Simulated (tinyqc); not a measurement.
Inside a calculation. Method: UHF in the sto-6g basis, for H3O+, spin multiplicity 1. One step of it, computed by the program tinyqc.

Problem. Iteration 2: diagonalisation and new density. Diagonalise F' = X^T F X, C = X C', fill 5 alpha and 5 beta electrons from the bottom; D(s) = C_occ C_occ^T. Each column has its largest component positive (the first on a tie).

F(alpha) (hartree), lower triangle:
```
             1O 1s      1O 2s     1O 2px     1O 2py     1O 2pz      2H 1s      3H 1s      4H 1s
1O 1s   -20.917555
1O 2s    -5.066319  -2.756742
1O 2px   -0.000948  -0.000377  -0.835310
1O 2py    0.000359   0.008561   0.000947  -0.853877
1O 2pz    0.005260   0.031379  -0.000533   0.104401  -0.744068
2H 1s    -1.041880  -1.073946  -0.608045  -0.000083   0.062866  -0.779503
3H 1s    -1.040682  -1.069322   0.299154  -0.514188   0.019142  -0.327123  -0.756818
4H 1s    -1.040926  -1.067926   0.300188   0.515591   0.105308  -0.329784  -0.324280  -0.772800
```

F(beta) (hartree), lower triangle:
```
             1O 1s      1O 2s     1O 2px     1O 2py     1O 2pz      2H 1s      3H 1s      4H 1s
1O 1s   -20.917555
1O 2s    -5.066319  -2.756742
1O 2px   -0.000948  -0.000377  -0.835310
1O 2py   -0.000359  -0.008561  -0.000947  -0.853877
1O 2pz    0.005260   0.031379  -0.000533  -0.104401  -0.744068
2H 1s    -1.041880  -1.073946  -0.608045   0.000083   0.062866  -0.779503
3H 1s    -1.040926  -1.067926   0.300188  -0.515591   0.105308  -0.329784  -0.772800
4H 1s    -1.040682  -1.069322   0.299154   0.514188   0.019142  -0.327123  -0.324280  -0.756818
```

X, lower triangle:
```
            1O 1s      1O 2s     1O 2px     1O 2py    1O 2pz      2H 1s      3H 1s     4H 1s
1O 1s    1.023352
1O 2s   -0.142491   1.274574
1O 2px  -0.000001   0.000030   1.107609
1O 2py   0.000000   0.000000   0.000000   1.107452
1O 2pz   0.001647  -0.018333  -0.000003   0.000000  1.001325
2H 1s    0.017836  -0.246858  -0.250317   0.000000  0.017900   1.168254
3H 1s    0.017829  -0.246666   0.125172  -0.216620  0.017883  -0.056485   1.168094
4H 1s    0.017829  -0.246666   0.125172   0.216620  0.017883  -0.056485  -0.056500  1.168094
```

Give: F' = X^T F X; orbital energies; coefficients C; F' = X^T F X; orbital energies; coefficients C; D(alpha) after iteration 2; D(beta) after iteration 2.

Solution.

F' = X^T F X (alpha) (hartree), lower triangle:
```
         1       2       3       4       5       6       7       8
1  -20.583
2   -2.531  -1.523
3   -0.001   0.003  -0.563
4   -0.001   0.011   0.001  -0.594
5    0.007  -0.008  -0.001   0.134  -0.741
6   -0.163  -0.470  -0.512  -0.001   0.041  -0.271
7   -0.163  -0.472   0.253  -0.426  -0.035  -0.076  -0.255
8   -0.164  -0.462   0.253   0.424   0.116  -0.078  -0.069  -0.272
```

orbital energies (alpha) (hartree): MO1 -20.921, MO2 -1.663, MO3 -1.036, MO4 -1.028, MO5 -0.764, MO6 0.067, MO7 0.266, MO8 0.276

coefficients C (alpha):
```
           MO1     MO2     MO3     MO4     MO5     MO6     MO7     MO8
1O 1s    0.997  -0.228   0.001   0.002  -0.017  -0.153  -0.002  -0.001
1O 2s    0.017   0.869  -0.007  -0.010   0.091   1.031   0.010   0.007
1O 2px   0.000   0.001   0.054   0.703  -0.001   0.011   0.185  -0.888
1O 2py   0.000  -0.005   0.726  -0.059  -0.020   0.001   0.871   0.178
1O 2pz  -0.001  -0.031  -0.169   0.016   0.967  -0.115   0.158   0.032
2H 1s   -0.003   0.112   0.037   0.398  -0.031  -0.653  -0.193   0.927
3H 1s   -0.003   0.104   0.294  -0.216   0.160  -0.650  -0.705  -0.637
4H 1s   -0.003   0.107  -0.319  -0.172  -0.219  -0.641   0.894  -0.306
```

F' = X^T F X (beta) (hartree), lower triangle:
```
         1       2       3       4       5       6       7       8
1  -20.583
2   -2.531  -1.523
3   -0.001   0.003  -0.563
4    0.001  -0.011  -0.001  -0.594
5    0.007  -0.008  -0.001  -0.134  -0.741
6   -0.163  -0.470  -0.512   0.001   0.041  -0.271
7   -0.164  -0.462   0.253  -0.424   0.116  -0.078  -0.272
8   -0.163  -0.472   0.253   0.426  -0.035  -0.076  -0.069  -0.255
```

orbital energies (beta) (hartree): MO1 -20.921, MO2 -1.663, MO3 -1.036, MO4 -1.028, MO5 -0.764, MO6 0.067, MO7 0.266, MO8 0.276

coefficients C (beta):
```
           MO1     MO2     MO3     MO4     MO5     MO6     MO7     MO8
1O 1s    0.997  -0.228  -0.001   0.002  -0.017  -0.153  -0.002  -0.001
1O 2s    0.017   0.869   0.007  -0.010   0.091   1.031   0.010   0.007
1O 2px   0.000   0.001  -0.054   0.703  -0.001   0.011   0.185  -0.888
1O 2py   0.000   0.005   0.726   0.059   0.020  -0.001  -0.871  -0.178
1O 2pz  -0.001  -0.031   0.169   0.016   0.967  -0.115   0.158   0.032
2H 1s   -0.003   0.112  -0.037   0.398  -0.031  -0.653  -0.193   0.927
3H 1s   -0.003   0.107   0.319  -0.172  -0.219  -0.641   0.894  -0.306
4H 1s   -0.003   0.104  -0.294  -0.216   0.160  -0.650  -0.705  -0.637
```

D(alpha) after iteration 2, lower triangle:
```
         1O 1s   1O 2s  1O 2px  1O 2py  1O 2pz   2H 1s   3H 1s  4H 1s
1O 1s    1.045
1O 2s   -0.183   0.765
1O 2px   0.001  -0.006   0.498
1O 2py   0.002  -0.011  -0.003   0.531
1O 2pz  -0.010   0.062   0.001  -0.143   0.965
2H 1s   -0.027   0.090   0.282   0.003  -0.033   0.173
3H 1s   -0.029   0.105  -0.137   0.222   0.098  -0.069   0.170
4H 1s   -0.024   0.077  -0.138  -0.218  -0.164  -0.061  -0.081  0.191
```

D(beta) after iteration 2, lower triangle:
```
         1O 1s   1O 2s  1O 2px  1O 2py  1O 2pz   2H 1s   3H 1s  4H 1s
1O 1s    1.045
1O 2s   -0.183   0.765
1O 2px   0.001  -0.006   0.498
1O 2py  -0.002   0.011   0.003   0.531
1O 2pz  -0.010   0.062   0.001   0.143   0.965
2H 1s   -0.027   0.090   0.282  -0.003  -0.033   0.173
3H 1s   -0.024   0.077  -0.138   0.218  -0.164  -0.061   0.191
4H 1s   -0.029   0.105  -0.137  -0.222   0.098  -0.069  -0.081  0.170
```
